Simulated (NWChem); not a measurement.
Correlation energy of hydrogen cyanide (CHN)

```xyz
3

C      0.0000     0.0000    -0.5060
N      0.0000     0.0000     0.6613
H      0.0000     0.0000    -1.5931
```
Charge 0, spin multiplicity 1.

The numbers come from NWChem runs, not from measurements. The geometry was optimised at PBE/def2-SVP, a minimum by its harmonic frequencies.

Basis set: def2-SVP. Each correlation energy counts from its own Hartree-Fock reference.

The correlated methods keep 2 core orbitals frozen. Coupled-cluster values serve here as a point of comparison, not as the truth.

For the correlation energy, MP2 gives -288.7 mHa and SCS-MP2 gives -282.8 mHa. What do CR-CCSD[T], CR-CCSD(T), CCSD give?

CR-CCSD[T]: -307.0 mHa; CR-CCSD(T): -306.3 mHa; CCSD: -296.4 mHa.
